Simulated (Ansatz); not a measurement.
Input for Ansatz (development build ahead of 0.2.0):

```yaml
crystal:
  periodic: [false, false, false]
  atoms:
    - { symbol: C, position_ang: [1.08829, 0.00656, 0.0294] }
    - { symbol: C, position_ang: [0.02591, 1.0904, 0.01952] }
    - { symbol: C, position_ang: [-1.08275, -0.01043, -0.04158] }
    - { symbol: C, position_ang: [0.00201, -1.08815, 0.0305] }
    - { symbol: H, position_ang: [1.75311, 0.0092, 0.86211] }
    - { symbol: H, position_ang: [0.01838, 1.741, 0.88283] }
    - { symbol: H, position_ang: [-1.75656, -0.00203, 0.85825] }
    - { symbol: H, position_ang: [-0.00058, -1.72228, 0.87887] }
    - { symbol: H, position_ang: [1.73566, -0.02491, -0.88118] }
    - { symbol: H, position_ang: [-0.0098, 1.74129, -0.86345] }
    - { symbol: H, position_ang: [-1.78249, 0.01086, -0.88075] }
    - { symbol: H, position_ang: [0.00881, -1.75151, -0.89451] }
basis:
  gaussian: { orbitals: cc-pVDZ }
hamiltonian:
  xc: hf
correlation:
  method: mp2
  frozen_orbitals: { C: 1, H: 0 }
```

The input is written out in the form of the current development build from the run's settings.

Output:

```json
{"Converged": "yes", "Reference energy": "-156.09874 hartree", "Correlation energy": "-0.56708 hartree", "Total energy": "-156.66583 hartree", "Spin squared of the determinant": "0.000"}
```
